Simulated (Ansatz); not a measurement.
**CH3 (doublet): wave-function methods side by side at distance C1–H3 = 1.162 Å, 6-31G**

How much of the correlation energy of CH3 (doublet) does each wave-function method recover here?

Method: 6-31G, core rule «outside noble gas», up to 1 orbitals frozen; program: Ansatz 0.2.0, Gaussian basis.

Plan: UHF; CCSD(T) on ROHF; CCSD(T) on UHF; BCCD(T) on ROHF; CISD; CCSDT(Q) on ROHF; CCSDT(Q) on UHF; CISDTQ; CCSDTQ on ROHF; CCSDTQ on UHF; CASSCF and MRCISD+Q, 3 electrons in 3 orbitals; CASSCF and NEVPT2, 3 electrons in 3 orbitals; CASSCF and MRCISD+Q, 7 electrons in 7 orbitals; CASSCF and NEVPT2, 7 electrons in 7 orbitals; Full CI.

14 further runs of the same task are left out: 11 that didn't finish, 3 set aside as unsound or not needed.

### 1 What is computed

The geometry derives from a PBE0/def2-TZVP stationary point (not a proven minimum). One bond is set to the value named and the two fragments are kept rigid.

4 atoms, charge 0, spin multiplicity 2.

Atoms are counted from 1 here; the program's logs count them from 0.

Bond lengths: C1–H2 1.080 Å, C1–H3 1.162 Å, C1–H4 1.080 Å. Angles: H2–C1–H3 120.0°, H2–C1–H4 120.0°, H3–C1–H4 120.0°.

### 2 UHF

Input file in.yaml:

```yaml
crystal:
  periodic: [false, false, false]
  atoms:
    - {symbol: C, position_ang: [0.002810, -0.004724, 0.000014]}
    - {symbol: H, position_ang: [1.082741, 0.009300, -0.000307]}
    - {symbol: H, position_ang: [-0.591209, 0.993964, -0.002928]}
    - {symbol: H, position_ang: [-0.525011, -0.946978, 0.003069]}
basis:
  gaussian: {orbitals: 6-31G}
magnetization: {spin_polarized: true, initial_magnetization: 1}
hamiltonian: {xc: hf}
output: {orbitals: {seedname: orbitals}}
```

Run with:

```console
$ ansatz run in.yaml --threads 1 --pin off --events-out ev --progress --plain --max-ram 2393MiB
```

The runs that follow: CCSD(T) on ROHF; CCSD(T) on UHF; BCCD(T) on ROHF; CISD; CCSDT(Q) on ROHF; CCSDT(Q) on UHF; CISDTQ; CCSDTQ on ROHF; CCSDTQ on UHF; CASSCF and MRCISD+Q, 3 electrons in 3 orbitals; CASSCF and NEVPT2, 3 electrons in 3 orbitals; CASSCF and MRCISD+Q, 7 electrons in 7 orbitals; CASSCF and NEVPT2, 7 electrons in 7 orbitals; Full CI.

Before running them: what should the planned runs give, taken together? Wanted: FCI below the RHF energy; RMP2 from FCI; UMP2 from FCI; RCCSD from FCI; RCCSD(T) from FCI; UCCSD(T) from FCI; RCCSDT(Q) from FCI; UCCSDT(Q) from FCI; NEVPT2 pair from FCI.

**Answer**, as computed:

| quantity | value |
| --- | --- |
| FCI below the RHF energy | -2.7341 eV |
| RMP2 from FCI | +55.6 kJ/mol |
| UMP2 from FCI | +53.2 kJ/mol |
| RCCSD from FCI | +3.8 kJ/mol |
| RCCSD(T) from FCI | +0.8 kJ/mol |
| UCCSD(T) from FCI | +0.9 kJ/mol |
| RCCSDT(Q) from FCI | 0.0 kJ/mol |
| UCCSDT(Q) from FCI | 0.0 kJ/mol |
| NEVPT2 pair from FCI | +43.9 kJ/mol |
| MRCISD+Q pair from FCI | +0.2 kJ/mol |
| NEVPT2 valence from FCI | +21.5 kJ/mol |
| levels within 1 kcal/mol (43 meV) | RCCSD, UCCSD, RCCSD(T), UCCSD(T), BCCD(T), RCCSDT, UCCSDT, CISDTQ, RCCSDT(Q), UCCSDT(Q), RCCSDTQ, UCCSDTQ, MRCISD+Q pair, MRCISD valence, MRCISD+Q valence |
| T1 diagnostic | 0.016 |
| effectively unpaired electrons | 1.02 |

RCCSD(T) misses by +0.8 kJ/mol, 0.3 % of the correlation energy. One determinant dominates. Of the multireference levels listed MRCISD+Q pair comes nearest in total energy (+0.2 kJ/mol), which doesn't show that its space is the better one. These misses are within one basis, not against nature; the frozen cores of restricted and unrestricted runs differ, which can shift their rows.
